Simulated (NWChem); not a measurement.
All runs are NWChem calculations. System: dimethyl ether (C2H6O), charge 0, spin multiplicity 1, at a geometry optimised with PBE0/def2-SVP. Level: RHF/def2-TZVP.

Input file:

```
start mol
memory heap 200 mb stack 900 mb global 1100 mb
geometry units angstroms nocenter noautoz
  C     -1.161079     0.000000    -0.188064
  O      0.000000     0.000000     0.577790
  C      1.161079     0.000000    -0.188064
  H     -1.233042    -0.895231    -0.839514
  H     -1.233042     0.895231    -0.839514
  H     -2.021460     0.000000     0.496256
  H      1.233042    -0.895231    -0.839514
  H      2.021460     0.000000     0.496256
  H      1.233042     0.895231    -0.839514
  symmetry group C2v
end
basis spherical
  * library def2-tzvp
end
scf
  rhf
  nopen 0
  maxiter 100
  thresh 1e-7
  semidirect memsize 60000000 filesize 0
end
task scf energy
```

NWChem printed:

```
             Northwest Computational Chemistry Package (NWChem) 7.3.0
             --------------------------------------------------------

                                NWChem Input Module
                                -------------------

 Scaling coordinates for geometry "geometry" by  1.889725989
 (inverse scale =  0.529177249)

 Turning off AUTOSYM since
 SYMMETRY directive was detected!

                             Geometry "geometry" -> ""
                             -------------------------

 Output coordinates in angstroms (scale by  1.889725989 to convert to a.u.)

  No.       Tag          Charge          X              Y              Z
 ---- ---------------- ---------- -------------- -------------- --------------
    1 C                    6.0000    -1.16107900     0.00000000    -0.18806400
    2 O                    8.0000     0.00000000     0.00000000     0.57779000
    3 C                    6.0000     1.16107900     0.00000000    -0.18806400
    4 H                    1.0000    -1.23304200    -0.89523100    -0.83951400
    5 H                    1.0000    -1.23304200     0.89523100    -0.83951400
    6 H                    1.0000    -2.02146000     0.00000000     0.49625600
    7 H                    1.0000     1.23304200    -0.89523100    -0.83951400
    8 H                    1.0000     2.02146000     0.00000000     0.49625600
    9 H                    1.0000     1.23304200     0.89523100    -0.83951400

 Effective nuclear repulsion energy (a.u.)      84.3016847105

            Nuclear Dipole moment (a.u.)
            ----------------------------
        X                 Y               Z
 ---------------- ---------------- ----------------
     0.0000000000     0.0000000000     0.0000151178

      Symmetry information
      --------------------

 Group name             C2v
 Group number             16
 Group order               4
 No. of unique centers     4

      Symmetry unique atoms

     1    2    4    6


 Summary of "ao basis" -> "" (spherical)
 ------------------------------------------------------------------------------
       Tag                 Description            Shells   Functions and Types
 ---------------- ------------------------------  ------  ---------------------
 *                         def2-tzvp                  on all atoms

 Summary of "ao basis" -> "ao basis" (spherical)
 ------------------------------------------------------------------------------
       Tag                 Description            Shells   Functions and Types
 ---------------- ------------------------------  ------  ---------------------
 C                         def2-tzvp                11       31   5s3p2d1f
 O                         def2-tzvp                11       31   5s3p2d1f
 H                         def2-tzvp                 4        6   3s1p

                                 NWChem SCF Module
                                 -----------------

  ao basis        = "ao basis"
  functions       =   129
  atoms           =     9
  closed shells   =    13
  open shells     =     0
  charge          =   0.00
  wavefunction    = RHF
  use symmetry    = T
  symmetry adapt  = T

 Summary of "ao basis" -> "ao basis" (spherical)
 ------------------------------------------------------------------------------
       Tag                 Description            Shells   Functions and Types
 ---------------- ------------------------------  ------  ---------------------
 C                         def2-tzvp                11       31   5s3p2d1f
 O                         def2-tzvp                11       31   5s3p2d1f
 H                         def2-tzvp                 4        6   3s1p

      Symmetry analysis of basis
      --------------------------

        a1         46
        a2         20
        b1         39
        b2         24

 Forming initial guess at       0.1s

      Superposition of Atomic Density Guess
      -------------------------------------

 Sum of atomic energies:        -153.12581886

      Non-variational initial energy
      ------------------------------

 Total energy =    -154.802956
 1-e energy   =    -373.555966
 2-e energy   =     134.451325
 HOMO         =      -0.342239
 LUMO         =       0.084236

      Symmetry analysis of molecular orbitals - initial
      -------------------------------------------------

  Numbering of irreducible representations:

     1 a1          2 a2          3 b1          4 b2

  Orbital symmetries:

     1 a1          2 a1          3 b1          4 a1          5 b1
     6 a1          7 b2          8 b1          9 a1         10 a2
    11 b1         12 a1         13 b2         14 a1         15 a1
    16 b1         17 a1         18 b2         19 b1         20 a2
    21 b1         22 a1         23 b2

 Starting SCF solution at       1.6s

 ----------------------------------------------
         Quadratically convergent ROHF

 Convergence threshold     :          1.000E-07
 Maximum no. of iterations :          100
 Final Fock-matrix accuracy:          1.000E-09
 ----------------------------------------------

              iter       energy          gnorm     gmax       time
             ----- ------------------- --------- --------- --------
                 1     -154.0888516136  7.88D-01  2.03D-01      1.8
                 2     -154.1228254296  3.63D-01  9.07D-02      1.9
                 3     -154.1294296713  1.56D-02  3.87D-03      2.3
                 4     -154.1294513091  9.14D-05  2.73D-05      2.9
                 5     -154.1294513100  7.69D-09  2.60D-09      3.9

       Final RHF  results
       ------------------

         Total SCF energy =   -154.129451309964
      One-electron energy =   -376.351279970164
      Two-electron energy =    137.920143949703
 Nuclear repulsion energy =     84.301684710498

        Time for solution =      2.3s

       Symmetry analysis of molecular orbitals - final
       -----------------------------------------------

  Numbering of irreducible representations:

     1 a1          2 a2          3 b1          4 b2

  Orbital symmetries:

     1 a1          2 b1          3 a1          4 a1          5 b1
     6 a1          7 b2          8 a1          9 b1         10 a2
    11 b1         12 a1         13 b2         14 a1         15 b1
    16 a1         17 a1         18 b2         19 b1         20 a2
    21 b1         22 a1         23 b2

             Final eigenvalues
             -----------------

              1
    1  -20.5560
    2  -11.2715
    3  -11.2714
    4   -1.3851
    5   -0.9701
    6   -0.8682
    7   -0.6611
    8   -0.6536
    9   -0.6476
   10   -0.5443
   11   -0.5246
   12   -0.4799
   13   -0.4222
   14    0.1445
   15    0.1820
   16    0.2121
   17    0.2183
   18    0.2202
   19    0.2388
   20    0.2643
   21    0.3007
   22    0.3208
   23    0.3276

                       ROHF Final Molecular Orbital Analysis
                       -------------------------------------

 Vector   11  Occ=2.000000D+00  E=-5.245951D-01  Symmetry=b1
              MO Center= -3.1D-13, -3.1D-15,  6.6D-02, r^2= 3.3D+00
   Bfn.  Coefficient  Atom+Function         Bfn.  Coefficient  Atom+Function
  ----- ------------  ---------------      ----- ------------  ---------------
   107     -0.200346  6 H  s                119      0.200346  8 H  s
     6      0.186060  1 C  px                68      0.186060  3 C  px
     9      0.153420  1 C  px                71      0.153420  3 C  px

 Vector   12  Occ=2.000000D+00  E=-4.798969D-01  Symmetry=a1
              MO Center=  3.1D-13,  8.3D-15,  1.9D-01, r^2= 2.3D+00
   Bfn.  Coefficient  Atom+Function         Bfn.  Coefficient  Atom+Function
  ----- ------------  ---------------      ----- ------------  ---------------
    39      0.320163  2 O  pz                42      0.292162  2 O  pz
    45      0.203767  2 O  pz                 8     -0.171004  1 C  pz
    70     -0.171004  3 C  pz

 Vector   13  Occ=2.000000D+00  E=-4.222092D-01  Symmetry=b2
              MO Center=  4.7D-15, -6.1D-15,  2.3D-02, r^2= 2.1D+00
   Bfn.  Coefficient  Atom+Function         Bfn.  Coefficient  Atom+Function
  ----- ------------  ---------------      ----- ------------  ---------------
    38      0.379760  2 O  py                41      0.348671  2 O  py
    44      0.266225  2 O  py

 Vector   14  Occ=0.000000D+00  E= 1.445380D-01  Symmetry=a1
              MO Center=  1.7D-14,  1.2D-15, -8.2D-01, r^2= 7.5D+00
   Bfn.  Coefficient  Atom+Function         Bfn.  Coefficient  Atom+Function
  ----- ------------  ---------------      ----- ------------  ---------------
     5      3.209941  1 C  s                 67      3.209941  3 C  s
    96     -1.566211  4 H  s                102     -1.566211  5 H  s
   114     -1.566211  7 H  s                126     -1.566211  9 H  s
   108     -1.074659  6 H  s                120     -1.074659  8 H  s
    14     -0.479787  1 C  pz                76     -0.479787  3 C  pz

 Vector   15  Occ=0.000000D+00  E= 1.819854D-01  Symmetry=b1
              MO Center=  3.1D-13, -1.2D-14, -4.8D-01, r^2= 9.7D+00
   Bfn.  Coefficient  Atom+Function         Bfn.  Coefficient  Atom+Function
  ----- ------------  ---------------      ----- ------------  ---------------
     5      4.839715  1 C  s                 67     -4.839715  3 C  s
    96     -1.751977  4 H  s                102     -1.751977  5 H  s
   114      1.751977  7 H  s                126      1.751977  9 H  s
   108     -1.493597  6 H  s                120      1.493597  8 H  s
    43      0.568662  2 O  px                 4     -0.398084  1 C  s

 Vector   16  Occ=0.000000D+00  E= 2.121226D-01  Symmetry=a1
              MO Center= -4.4D-13, -1.3D-15, -1.4D-01, r^2= 6.7D+00
   Bfn.  Coefficient  Atom+Function         Bfn.  Coefficient  Atom+Function
  ----- ------------  ---------------      ----- ------------  ---------------
    36      2.697294  2 O  s                  5     -0.938869  1 C  s
    67     -0.938869  3 C  s                 14     -0.854298  1 C  pz
    76     -0.854298  3 C  pz                12     -0.741069  1 C  px
    74      0.741069  3 C  px               108      0.568742  6 H  s
   120      0.568742  8 H  s                 45     -0.459435  2 O  pz

 center of mass
 --------------
 x =   0.00000000 y =   0.00000000 z =   0.09621078

 moments of inertia (a.u.)
 ------------------
          45.129962628800           0.000000000000           0.000000000000
           0.000000000000         200.433327320169           0.000000000000
           0.000000000000           0.000000000000         178.378433819616

  Mulliken analysis of the total density
  --------------------------------------

    Atom       Charge   Shell Charges
 -----------   ------   -------------------------------------------------------
    1 C    6     6.09   0.85  1.12  0.48  0.65  0.08  1.20  1.28  0.29  0.03  0.09  0.01
    2 O    8     8.39   0.79  1.18  0.55  0.97  0.29  1.86  2.07  0.64  0.00  0.04  0.00
    3 C    6     6.09   0.85  1.12  0.48  0.65  0.08  1.20  1.28  0.29  0.03  0.09  0.01
    4 H    1     0.91   0.27  0.50  0.13  0.02
    5 H    1     0.91   0.27  0.50  0.13  0.02
    6 H    1     0.89   0.27  0.50  0.10  0.02
    7 H    1     0.91   0.27  0.50  0.13  0.02
    8 H    1     0.89   0.27  0.50  0.10  0.02
    9 H    1     0.91   0.27  0.50  0.13  0.02

       Multipole analysis of the density wrt the origin
       ------------------------------------------------

     L   x y z        total         open         nuclear
     -   - - -        -----         ----         -------
     0   0 0 0     -0.000000      0.000000     26.000000

     1   1 0 0      0.000000      0.000000      0.000000
     1   0 1 0      0.000000      0.000000      0.000000
     1   0 0 1     -0.526569      0.000000      0.000015

     2   2 0 0    -12.955081      0.000000    108.672575
     2   1 1 0      0.000000      0.000000      0.000000
     2   1 0 1      0.000000      0.000000      0.000000
     2   0 2 0    -15.033411      0.000000     11.447954
     2   0 1 1      0.000000      0.000000      0.000000
     2   0 0 2    -15.824699      0.000000     22.879174

 Task  times  cpu:        4.0s     wall:        4.0s

 Total times  cpu:        4.1s     wall:        4.1s
```
